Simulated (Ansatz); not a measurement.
# SiNO (doublet): correlated methods under varied settings, part 2 of 2

Ansatz 0.2.0, Gaussian basis; the settings change from run to run.

### Step 6. CASSCF(9,5)/cc-pVDZ

The input, in.yaml:

```yaml
crystal:
  periodic: [false, false, false]
  atoms:
    - {symbol: N, position_ang: [0.000000, 0.000000, 1.596300]}
    - {symbol: Si, position_ang: [0.000000, 0.000000, -0.043500]}
    - {symbol: O, position_ang: [0.000000, 0.000000, -1.552800]}
basis:
  gaussian: {orbitals: cc-pVDZ}
magnetization: {spin_polarized: false, initial_magnetization: 1}
correlation: {active_space: {window: {electrons: 9, orbitals: 5}}}
accuracy: high
scf: {lower_state_search: off}
output: {forces: true}
```

The run is started by

```sh
ansatz run in.yaml --threads 1 --pin off --events-out ev --progress --plain --max-ram 2393MiB
```

Standard output:

```text
Functional definition: HF
  name "HF"
  cite "Fock, Z. Phys. 61, 126 (1930) doi:10.1007/BF01340294"
  parent pbe
  exchange = exact_x
  correlation = 0
these checks for a lower state are left out or cut short: stability, starts, cluster_reference, orbital_swaps, neighbouring_geometries, increment
897 factors; integrals over basis functions are off by at most 3.7e-9 eV
mean field evaluation 1: about -11373.9663 eV, gradient 4.1e1 eV
mean field evaluation 2: about -11373.9808 eV, gradient 4.1e1 eV
mean field evaluation 4: about -11377.6175 eV, gradient 3.4e0 eV
mean field evaluation 8: about -11377.6766 eV, gradient 4.8e-1 eV
mean field evaluation 16: about -11377.6800 eV, gradient 4.8e-7 eV
mean field -11377.67995024 eV, -418.1220261030 hartree, gradient 2.1e-8 eV, S^2 0.750000; 0 other end points of the search recorded, 0 dependent functions left out
reference -11377.67995024 eV, -418.1220261030 hartree; 15, 14 occupied and 31, 32 virtual orbitals, 897 factors
state -11377.67995024 eV, -418.1220261030 hartree
the calculation of the forces begins
Total energy: -11377.67995024 eV, -418.1220261030 hartree
Atom 0 at     0.000000     0.000000     1.596300 Å, force    -0.000000     0.000000    -0.366833 eV/Å
Atom 1 at     0.000000     0.000000    -0.043500 Å, force    -0.000000    -0.000000    -0.084121 eV/Å
Atom 2 at     0.000000     0.000000    -1.552800 Å, force     0.000000     0.000000     0.450954 eV/Å
Dipole moment:    -0.000000    -0.000000     0.073046 e Å
Checks for a lower state left out: stability, starts, cluster_reference, orbital_swaps, neighbouring_geometries, increment
```

Run time: 0.51 s. Hardware: 1 thread of AMD EPYC 9R45, shared host.

From the report: 5 determinants; active occupations 2.00, 2.00, 2.00, 2.00, 1.00. With so small a space the active step adds no correlation: the energy is the mean field's.

### Step 7. NEVPT2(11,7)/def2-SVP

The input, in.yaml:

```yaml
crystal:
  periodic: [false, false, false]
  atoms:
    - {symbol: N, position_ang: [0.000000, 0.000000, 1.596300]}
    - {symbol: Si, position_ang: [0.000000, 0.000000, -0.043500]}
    - {symbol: O, position_ang: [0.000000, 0.000000, -1.552800]}
basis:
  gaussian: {orbitals: def2-SVP, point_charges: [{charge: -1.00, position_ang: [4.489, 0.520, -0.574]}]}
magnetization: {spin_polarized: false, initial_magnetization: 1}
correlation: {method: sc_nevpt2, electrons: outside_noble_gas, active_space: {window: {electrons: 11, orbitals: 7}, states: [{multiplicity: 2, weights: [1, 1]}]}}
scf: {lower_state_search: full}
```

The command is unchanged.

Standard output:

```text
Functional definition: HF
  name "HF"
  cite "Fock, Z. Phys. 61, 126 (1930) doi:10.1007/BF01340294"
  parent pbe
  exchange = exact_x
  correlation = 0
728 factors; integrals over basis functions are off by at most 2.2e-7 eV
mean field evaluation 1: about -11368.5624 eV, gradient 4.2e1 eV
mean field evaluation 2: about -11368.5640 eV, gradient 4.2e1 eV
mean field evaluation 4: about -11372.3383 eV, gradient 3.3e0 eV
mean field evaluation 8: about -11372.3913 eV, gradient 4.7e-1 eV
mean field evaluation 16: about -11372.3402 eV, gradient 1.7e0 eV
mean field evaluation 32: about -11372.3946 eV, gradient 3.4e-2 eV
mean field evaluation 64: about -11372.3358 eV, gradient 3.3e0 eV
mean field evaluation 96: about -11325.1635 eV, gradient 5.1e1 eV
mean field evaluation 128: about -11360.6823 eV, gradient 3.4e1 eV
mean field evaluation 160: about -11361.2157 eV, gradient 2.8e1 eV
mean field -11372.39464535 eV, -417.9277947305 hartree, gradient 2.2e-6 eV, S^2 0.750000; 11 other end points of the search recorded, 0 dependent functions left out
reference -11372.39464535 eV, -417.9277947305 hartree; 15, 14 occupied and 31, 32 virtual orbitals, 728 factors
state -11372.95527296 eV, -417.9483974154 hartree
state -11372.84111071 eV, -417.9442020300 hartree
state -11372.95527296 eV, -417.9483974154 hartree; corrected -11382.76897175 eV, -418.3090441938 hartree
state -11372.84111071 eV, -417.9442020300 hartree; corrected -11382.78267051 eV, -418.3095476141 hartree
Total energy: -11382.77582113 eV, -418.3092959040 hartree
```

It took 1.6 s on 1 thread of AMD EPYC 9R45, shared host.

From the report: 147 determinants; active occupations (of the averaged states) 2.00, 2.00, 2.00, 1.97, 1.50, 1.49, 0.04.

### Step 8. CASSCF(3,2)/cc-pVDZ

The input, in.yaml:

```yaml
crystal:
  periodic: [false, false, false]
  atoms:
    - {symbol: N, position_ang: [0.000000, 0.000000, 1.596300]}
    - {symbol: Si, position_ang: [0.000000, 0.000000, -0.043500]}
    - {symbol: O, position_ang: [0.000000, 0.000000, -1.552800]}
basis:
  gaussian: {orbitals: cc-pVDZ}
magnetization: {spin_polarized: false, initial_magnetization: 1}
correlation: {active_space: {window: {electrons: 3, orbitals: 2}}}
output: {forces: true}
```

Launched as before.

Standard output:

```text
Functional definition: HF
  name "HF"
  cite "Fock, Z. Phys. 61, 126 (1930) doi:10.1007/BF01340294"
  parent pbe
  exchange = exact_x
  correlation = 0
450 factors; integrals over basis functions are off by at most 6.3e-4 eV
mean field evaluation 1: about -11373.9074 eV, gradient 4.1e1 eV
mean field evaluation 2: about -11373.9604 eV, gradient 4.1e1 eV
mean field evaluation 4: about -11377.6106 eV, gradient 3.5e0 eV
mean field evaluation 8: about -11377.6763 eV, gradient 5.1e-1 eV
mean field evaluation 16: about -11377.0137 eV, gradient 8.8e0 eV
mean field evaluation 32: about -11364.9780 eV, gradient 4.5e1 eV
mean field -11377.67980608 eV, -418.1220208051 hartree, gradient 3.6e-6 eV, S^2 0.750000; 1 other end points of the search recorded, 0 dependent functions left out
reference -11377.67980608 eV, -418.1220208051 hartree; 15, 14 occupied and 31, 32 virtual orbitals, 450 factors
state -11377.67980608 eV, -418.1220208051 hartree
the calculation of the forces begins
Total energy: -11377.67980608 eV, -418.1220208051 hartree
Atom 0 at     0.000000     0.000000     1.596300 Å, force     0.000000    -0.000000    -0.366681 eV/Å
Atom 1 at     0.000000     0.000000    -0.043500 Å, force    -0.000000     0.000000    -0.083913 eV/Å
Atom 2 at     0.000000     0.000000    -1.552800 Å, force     0.000000    -0.000000     0.450594 eV/Å
Dipole moment:     0.000000     0.000000     0.073045 e Å
```

Wall time 0.72 s (1 thread of AMD EPYC 9R45, shared host).

From the report: 2 determinants; active occupations 2.00, 1.00. With so small a space the active step adds no correlation: the energy is the mean field's.

### Step 9. NEVPT2(1,2)/cc-pVDZ

The input, in.yaml:

```yaml
crystal:
  periodic: [false, false, false]
  atoms:
    - {symbol: N, position_ang: [0.000000, 0.000000, 1.596300]}
    - {symbol: Si, position_ang: [0.000000, 0.000000, -0.043500]}
    - {symbol: O, position_ang: [0.000000, 0.000000, -1.552800]}
basis:
  gaussian: {orbitals: cc-pVDZ, fitting: {mean_field: def2-universal-jkfit}}
magnetization: {spin_polarized: false, initial_magnetization: 1}
correlation: {method: sc_nevpt2, electrons: valence, active_space: {window: {electrons: 1, orbitals: 2}}}
accuracy: high
```

Launched as before.

Standard output:

```text
Functional definition: HF
  name "HF"
  cite "Fock, Z. Phys. 61, 126 (1930) doi:10.1007/BF01340294"
  parent pbe
  exchange = exact_x
  correlation = 0
282 factors; integrals over basis functions are off by at most 9.0e-2 eV
mean field evaluation 1: about -11373.9903 eV, gradient 4.1e1 eV
mean field evaluation 2: about -11374.6627 eV, gradient 3.9e1 eV
mean field evaluation 4: about -11377.6592 eV, gradient 2.1e0 eV
mean field evaluation 8: about -11377.6781 eV, gradient 3.8e-8 eV
mean field evaluation 16: about -11374.3329 eV, gradient 9.5e0 eV
mean field -11377.67807904 eV, -418.1219573375 hartree, gradient 3.8e-8 eV, S^2 0.750000; 1 other end points of the search recorded, 0 dependent functions left out
reference -11377.67807904 eV, -418.1219573375 hartree; 15, 14 occupied and 31, 32 virtual orbitals, 282 factors
state -11377.67807904 eV, -418.1219573375 hartree
state -11377.67807904 eV, -418.1219573375 hartree; corrected -11388.93192715 eV, -418.5355286274 hartree
WARN: 1 active orbitals are nearly empty or full. The corrections depend on them more than the energy does, and are more stable in an active space without them
Total energy: -11388.93192715 eV, -418.5355286274 hartree
```

It took 0.45 s on 1 thread of AMD EPYC 9R45, shared host.

From the report: 1 determinant; active occupations 1.00, 0.00. The report marks this result as in doubt.

### Step 10. CCSD on ROHF/cc-pVDZ

The input, in.yaml:

```yaml
crystal:
  periodic: [false, false, false]
  atoms:
    - {symbol: N, position_ang: [0.000000, 0.000000, 1.596300]}
    - {symbol: Si, position_ang: [0.000000, 0.000000, -0.043500]}
    - {symbol: O, position_ang: [0.000000, 0.000000, -1.552800]}
basis:
  gaussian: {orbitals: cc-pVDZ, point_charges: [{charge: -1.00, position_ang: [4.716, 0.051, 0.144]}]}
magnetization: {spin_polarized: false, initial_magnetization: 1}
hamiltonian: {pseudopotentials: {relativity: none}}
correlation: {method: ccsd, electrons: valence}
scf: {lower_state_search: light}
```

The command is unchanged.

Standard output:

```text
Functional definition: HF
  name "HF"
  cite "Fock, Z. Phys. 61, 126 (1930) doi:10.1007/BF01340294"
  parent pbe
  exchange = exact_x
  correlation = 0
450 factors; integrals over basis functions are off by at most 6.3e-4 eV
mean field evaluation 1: about -11374.1232 eV, gradient 4.2e1 eV
mean field evaluation 2: about -11374.1751 eV, gradient 4.2e1 eV
mean field evaluation 4: about -11377.8891 eV, gradient 3.4e0 eV
mean field evaluation 8: about -11377.9533 eV, gradient 5.1e-1 eV
mean field evaluation 16: about -11377.9568 eV, gradient 2.8e-6 eV
mean field evaluation 32: about -11377.9519 eV, gradient 3.9e-1 eV
mean field evaluation 64: about -11368.0305 eV, gradient 4.8e1 eV
mean field evaluation 96: about -11377.8877 eV, gradient 2.7e-2 eV
mean field evaluation 128: about -11373.4845 eV, gradient 2.5e0 eV
mean field evaluation 160: about -11373.0717 eV, gradient 1.3e1 eV
mean field evaluation 192: about -11374.4333 eV, gradient 5.6e0 eV
mean field evaluation 224: about -11371.1108 eV, gradient 4.2e0 eV
mean field evaluation 256: about -11370.3856 eV, gradient 4.9e0 eV
mean field evaluation 288: about -11377.9554 eV, gradient 4.1e-1 eV
mean field evaluation 320: about -11375.8385 eV, gradient 9.2e-4 eV
mean field -11377.95681510 eV, -418.1322006989 hartree, gradient 2.8e-6 eV, S^2 0.750000; 7 other end points of the search recorded, 0 dependent functions left out
mean field evaluation 352: about -11378.0514 eV, gradient 1.9e-1 eV
mean field evaluation 384: about -11377.9899 eV, gradient 5.4e-1 eV
mean field evaluation 416: about -11378.0496 eV, gradient 7.9e-2 eV
determinant -11377.95681510 eV, -418.1322006989 hartree, with singles and doubles -11389.45700743 eV, -418.5548249717 hartree
determinant -11377.88773955 eV, -418.1296622193 hartree, with singles and doubles -11389.39061405 eV, -418.5523850599 hartree
determinant -11375.83854788 eV, -418.0543558144 hartree, with singles and doubles -11387.54272389 eV, -418.4844763491 hartree
determinant -11377.95681510 eV, -418.1322006989 hartree, with singles and doubles -11389.46505136 eV, -418.5551205808 hartree
determinant -11377.88773955 eV, -418.1296622193 hartree, with singles and doubles -11389.39896835 eV, -418.5526920749 hartree
7 core orbitals not correlated: weight in the atoms' cores, before any rotation towards them, 1.000 or more for the frozen orbitals, at most 0.000 for the correlated occupied ones
reference -11377.95681510 eV, -418.1322006989 hartree; 8, 7 occupied and 31, 32 virtual orbitals, 450 factors
second order -11.17051286 eV of doubles, -0.05674910 eV of singles
cycle   1  -11.50823663 eV  change   -3.7e-7 eV  update   5.1e-6
Total energy: -11389.46505173 eV, -418.5551205943 hartree
```

Run time: 2.4 s. Hardware: 1 thread of AMD EPYC 9R45, shared host.

From the report: correlation -11.5082 eV; T1 0.034; largest double amplitude 0.07.

### Step 11. All runs side by side

 † marks a result that the program doubts.

```csv
level,correlated,functions,energy (eV),time
BCCD(T) on UHF/def2-SVP,outside noble gas,46,-11384.0969,3.9 s
MP2 on ROHF/def2-SVP,all,46,-11383.6628,0.54 s
HF/cc-pVDZ,,46,-11377.6798,0.21 s
"CASSCF(3,10)/def2-SVP †",,46,-11373.3874,3.3 s
"CASSCF(9,5)/cc-pVDZ",,46,-11377.6800,0.51 s
"NEVPT2(11,7)/def2-SVP (mean of several states, beside a point charge)",outside noble gas,46,-11382.7758,1.6 s
"CASSCF(3,2)/cc-pVDZ",,46,-11377.6798,0.72 s
"NEVPT2(1,2)/cc-pVDZ †",valence,46,-11388.9319,0.45 s
CCSD on ROHF/cc-pVDZ (beside a point charge),valence,46,-11389.4651,2.4 s
```

### Step 12. Outcome

What follows sums up all 2 parts.

```
quantity                           value
    runs                               9
quickest              HF/cc-pVDZ, 0.21 s
 slowest  BCCD(T) on UHF/def2-SVP, 3.9 s
```

Total energies in different bases, with other cores or another treatment of relativity can't be set against each other. BCCD(T) on UHF/def2-SVP took 18 times as long as HF/cc-pVDZ; the jobs differ in more than the method.
